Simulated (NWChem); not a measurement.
**C4H8 (methylcyclopropane) at 3 levels**

We compute a comparison of 3 runs (HF/def2-SVP, PBE0/6-31G, PBE0/def2-SVP) of C4H8 (methylcyclopropane). 

The results are computed with NWChem 7.3.0.

## Step 1: Starting point

C4H8: 12 atoms, total charge 0, spin state singlet. SMILES: `CC1CC1`. The shape is that of a PBE0-D4/def2-TZVP optimisation.

Bond lengths: C1–C2 1.501 Å, C2–C3 1.497 Å, C2–C4 1.497 Å, C3–C4 1.501 Å, C1–H5 1.094 Å, C1–H6 1.094 Å, C1–H7 1.094 Å, C2–H8 1.086 Å, C3–H9 1.083 Å, C3–H10 1.084 Å, C4–H11 1.084 Å, C4–H12 1.083 Å. Some angles: C1–C2–C3 120.0°, C1–C2–C4 120.1°, C3–C2–C4 60.2°, C2–C3–C4 59.9°, C2–C4–C3 59.9°, C1–C2–H8 114.8°, C3–C2–H8 115.5°, C4–C2–H8 115.5°, C2–C1–H5 111.4°, C2–C1–H6 111.4°.

## Step 2: Energy and gradient at HF/def2-SVP (run 1)

run.py

```python
from ase import Atoms
from ase.calculators.nwchem import NWChem

mol = Atoms(['C', 'C', 'C', 'C', 'H', 'H', 'H', 'H', 'H', 'H', 'H', 'H'], positions=[
    [-0.930100, 1.036200, -0.440400],
    [-0.402900, -0.134500, 0.337700],
    [1.045700, -0.195600, 0.710600],
    [0.495500, -1.131900, -0.325100],
    [-1.829400, 0.769600, -1.002800],
    [-1.181000, 1.872900, 0.217600],
    [-0.184100, 1.390700, -1.157200],
    [-1.092100, -0.541300, 1.071500],
    [1.317400, -0.603500, 1.676300],
    [1.683100, 0.612900, 0.371600],
    [0.763100, -0.952500, -1.360100],
    [0.391900, -2.178100, -0.065700],
])

calc = NWChem(
    label='calc',
    theory='scf',
    memory='2200 mb',
    basis='def2-SVP',
    basispar='spherical bse',
    scf={'nopen': '0', 'rhf': None, 'thresh': '1e-08', 'maxiter': '80'},
)
mol.calc = calc

forces = mol.get_forces()
print(f"energy = {mol.get_potential_energy():.6f} eV")
print("forces (eV/A):")
for s, f in zip(mol.symbols, forces):
    print(f"{s:2s} {f[0]:10.5f} {f[1]:10.5f} {f[2]:10.5f}")
print("dipole (e A):", mol.get_dipole_moment().round(4))
```

The run is started by

```sh
$ export ASE_NWCHEM_COMMAND="nwchem PREFIX.nwi > PREFIX.nwo"
$ python run.py
```

Output:

```text
energy = -4244.624781 eV
forces (eV/A):
C    -0.13154    0.26595   -0.17417
C     0.16465   -0.23726    0.12830
C    -0.06633   -0.04715   -0.06644
C     0.00612    0.08192    0.06592
H     0.02674    0.01167    0.02731
H     0.00010   -0.03214   -0.02047
H    -0.06196    0.00519    0.02808
H    -0.01527    0.02031   -0.00987
H     0.01867    0.01234    0.01810
H     0.04294   -0.00571    0.03363
H     0.01697   -0.05009   -0.01275
H    -0.00103   -0.02504   -0.01769
dipole (e A): [-0.0249  0.0096  0.0046]
```

The calculator wrote calc.nwi:

```
title "calc"

permanent_dir calc

scratch_dir calc

start calc

geometry units angstrom nocenter noautosym noautoz
  C  -9.3010000000000004e-01 1.0362000000000000e+00 -4.4040000000000001e-01
  C  -4.0289999999999998e-01 -1.3450000000000001e-01 3.3770000000000000e-01
  C  1.0457000000000001e+00 -1.9560000000000000e-01 7.1060000000000001e-01
  C  4.9550000000000000e-01 -1.1318999999999999e+00 -3.2510000000000000e-01
  H  -1.8293999999999999e+00 7.6959999999999995e-01 -1.0027999999999999e+00
  H  -1.1810000000000000e+00 1.8729000000000000e+00 2.1759999999999999e-01
  H  -1.8410000000000001e-01 1.3907000000000000e+00 -1.1572000000000000e+00
  H  -1.0921000000000001e+00 -5.4130000000000000e-01 1.0714999999999999e+00
  H  1.3173999999999999e+00 -6.0350000000000004e-01 1.6762999999999999e+00
  H  1.6831000000000000e+00 6.1290000000000000e-01 3.7159999999999999e-01
  H  7.6310000000000000e-01 -9.5250000000000001e-01 -1.3601000000000001e+00
  H  3.9190000000000003e-01 -2.1781000000000001e+00 -6.5699999999999995e-02
end

memory 2200 mb

basis spherical bse noprint
   * library def2-SVP
end

scf
  nopen 0
  rhf
  thresh 1e-08
  maxiter 80
end

task scf gradient
```

calc.nwo:

```text
Northwest Computational Chemistry Package (NWChem) 7.3.0
             --------------------------------------------------------

           Job information
           ---------------

    nwchem branch   = 7.3.0
    use scalapack   = T
    input           = calc.nwi
    prefix          = calc.
    data base       = calc/calc.db
    status          = startup
    nproc           =        1

           Memory information
           ------------------

[... 5 lines left out ...]
    hardfail = no
[... 143 lines left out ...]
         Quadratically convergent ROHF
[... 14 lines left out ...]
       Final RHF  results
[... 4 lines left out ...]
      Two-electron energy =    175.215835656473
[... 35 lines left out ...]
                       ROHF Final Molecular Orbital Analysis
[... 245 lines left out ...]
                 ----------------------------------------
                 |  Time  |  1-e(secs)   |  2-e(secs)   |
                 ----------------------------------------
                 |  CPU   |       0.02   |       5.49   |
                 ----------------------------------------
                 |  WALL  |       0.02   |       5.49   |
                 ----------------------------------------

 Task  times  cpu:       29.7s     wall:       29.7s
 Total times  cpu:       29.8s     wall:       29.8s
```

It took 33 s on 1 thread of Intel Xeon Platinum 8488C (Sapphire Rapids), shared host; peak memory 0.1 GiB.

## Step 3: Energy and forces at PBE0/6-31G (run 2)

work.xyz

```xyz
12

C     -0.930100     1.036200    -0.440400
C     -0.402900    -0.134500     0.337700
C      1.045700    -0.195600     0.710600
C      0.495500    -1.131900    -0.325100
H     -1.829400     0.769600    -1.002800
H     -1.181000     1.872900     0.217600
H     -0.184100     1.390700    -1.157200
H     -1.092100    -0.541300     1.071500
H      1.317400    -0.603500     1.676300
H      1.683100     0.612900     0.371600
H      0.763100    -0.952500    -1.360100
H      0.391900    -2.178100    -0.065700
```

work.nw

```
start work
memory stack 880 mb heap 220 mb global 1100 mb

geometry noautosym nocenter noautoz
 load format xyz work.xyz
end

basis spherical bse
 * library 6-31G
end

dft
 xc pbe0
 mult 1
 grid xfine
 convergence energy 1e-08
 iterations 100
 mulliken
 print medium
end

task dft gradient
```

The run is started by

```sh
$ nwchem work.nw > work.out
```

Output:

```text
[...]
          Wavefunction type:  closed shell.
          No. of atoms     :    12
          No. of electrons :    32
[...]
          Charge           :     0
          Spin multiplicity:     1
[...]
          AO basis - number of functions:    52
[...]
              XC Information
              --------------
                         PBE0 Method XC Functional
                     Hartree-Fock (Exact) Exchange  0.250
          PerdewBurkeErnzerhof Exchange Functional  0.750
            Perdew 1991 LDA Correlation Functional  1.000 local
           PerdewBurkeErnz. Correlation Functional  1.000 non-local
[...]
 d= 0,ls=0.0,diis     1   -156.9424842343 -2.82D+02  7.49D-03  2.38D-01     7.4
[...]
 d= 0,ls=0.0,diis     8   -156.9731681382 -1.44D-10  2.13D-07  1.83D-10    28.1
         Total DFT energy =     -156.973168138157
      One electron energy =     -456.641145844687
           Coulomb energy =      199.415181611496
    Exchange-Corr. energy =      -24.536453470944
 Nuclear repulsion energy =      124.789249565978
[...]
      Total Density - Mulliken Population Analysis
     ---------------------------------------------
    Atom       Charge   Shell Charges
 -----------   ------   -------------------------------------------------------
    1 C    6     6.48   2.00  0.66  2.13  0.69  1.01
    2 C    6     6.18   2.00  0.66  2.11  0.61  0.80
    3 C    6     6.35   2.00  0.66  2.13  0.65  0.91
    4 C    6     6.35   2.00  0.66  2.13  0.65  0.91
    5 H    1     0.83   0.53  0.30
    6 H    1     0.83   0.53  0.30
    7 H    1     0.84   0.53  0.31
    8 H    1     0.83   0.53  0.29
    9 H    1     0.83   0.53  0.30
   10 H    1     0.83   0.53  0.30
[...]
  wavefunction    = closed shell
[...]
```

It took 35 s on 1 thread of Intel Xeon Platinum 8488C (Sapphire Rapids), shared host; peak memory 0.15 GiB.

## Step 4: Energy and gradient at PBE0/def2-SVP (run 3)

job.nw

```
start job
memory total 2200 mb
geometry units bohr noautosym nocenter noautoz
 C  -1.75763427  1.95813421 -0.83223539
 C  -0.76137066 -0.25416816  0.63816051
 C   1.97608661 -0.36963043  1.34283938
 C   0.93635929 -2.13898100 -0.61434996
 H  -3.45706497  1.45433323 -1.89501736
 H  -2.23176655  3.53926806  0.41120440
 H  -0.34789858  2.62804212 -2.18679107
 H  -2.06376990 -1.02290875  2.02484154
 H   2.48952520 -1.14044972  3.16774790
 H   3.18059804  1.15821314  0.70222223
 H   1.44205001 -1.79996413 -2.57021650
 H   0.74058367 -4.11601247 -0.12415501
end
basis "ao basis" spherical bse
 * library def2-SVP
end
dft
 xc pbe0
 grid fine
 convergence energy 1e-08
 iterations 100
 mulliken
 print medium
end
task dft gradient
```

The run is started by

```sh
$ nwchem job.nw > job.out
```

Output:

```text
[...]
          Wavefunction type:  closed shell.
          No. of atoms     :    12
          No. of electrons :    32
[...]
          Charge           :     0
          Spin multiplicity:     1
[...]
          AO basis - number of functions:    96
[...]
              XC Information
              --------------
                         PBE0 Method XC Functional
                     Hartree-Fock (Exact) Exchange  0.250
          PerdewBurkeErnzerhof Exchange Functional  0.750
            Perdew 1991 LDA Correlation Functional  1.000 local
           PerdewBurkeErnz. Correlation Functional  1.000 non-local
[...]
 d= 0,ls=0.0,diis     1   -156.8763291605 -2.82D+02  5.01D-03  2.23D-01     5.3
[...]
 d= 0,ls=0.0,diis     8   -156.9056487597 -8.70D-11  1.85D-07  4.52D-10    35.0
         Total DFT energy =     -156.905648759722
      One electron energy =     -456.484640535998
           Coulomb energy =      199.286347233119
    Exchange-Corr. energy =      -24.496596072329
 Nuclear repulsion energy =      124.789240615486
[...]
      Total Density - Mulliken Population Analysis
     ---------------------------------------------
    Atom       Charge   Shell Charges
 -----------   ------   -------------------------------------------------------
    1 C    6     5.98   1.99  0.89  0.10  2.12  0.85  0.03
    2 C    6     6.23   1.99  0.89  0.32  2.13  0.86  0.05
    3 C    6     6.08   1.99  0.89  0.22  2.13  0.82  0.04
    4 C    6     6.08   1.99  0.89  0.22  2.13  0.82  0.04
    5 H    1     0.96   0.74  0.19  0.02
    6 H    1     0.96   0.74  0.19  0.02
    7 H    1     0.98   0.74  0.21  0.02
    8 H    1     0.95   0.75  0.18  0.02
    9 H    1     0.95   0.74  0.18  0.02
   10 H    1     0.95   0.74  0.18  0.02
[...]
  wavefunction    = closed shell
[...]
```

Wall time 48 s (1 thread of Intel Xeon Platinum 8488C (Sapphire Rapids), shared host); peak memory 0.12 GiB.

## Step 5: All runs side by side

| run | level | iteration cap | module | energy (Eh) | dipole moment (D) | HOMO energy (eV) | LUMO energy (eV) | wall time |
| --- | --- | --- | --- | --- | --- | --- | --- | --- |
| 1 | HF/def2-SVP | 80 | scf | -155.987085 | 0.13 | -11.00 | 5.04 | 33 s |
| 2 | PBE0/6-31G | 100 | dft | -156.973168 | 0.13 | -7.75 | 3.14 | 35 s |
| 3 | PBE0/def2-SVP | 100 | dft | -156.905649 | 0.14 | -7.89 | 2.13 | 48 s |

## Step 6: Summary of results

| quantity | value |
| --- | --- |
| run 3: total energy | -156.90565 Eh |
| run 3: dipole moment | 0.14 D |
| run 3: HOMO energy | -7.89 eV |
| run 3: LUMO energy | 2.13 eV |
| run 3: HOMO–LUMO gap | 10.02 eV |
| run 3: largest force on an atom | 0.379 eV/Å |

In words: The dipole moment (its size) runs from 0.13 D (PBE0/6-31G) to 0.14 D (PBE0/def2-SVP). The HOMO–LUMO gap runs from 10.02 eV (PBE0/def2-SVP) to 16.05 eV (HF/def2-SVP). Exact exchange widens orbital gaps. All runs together took 1.9 min, the longest 48 s.
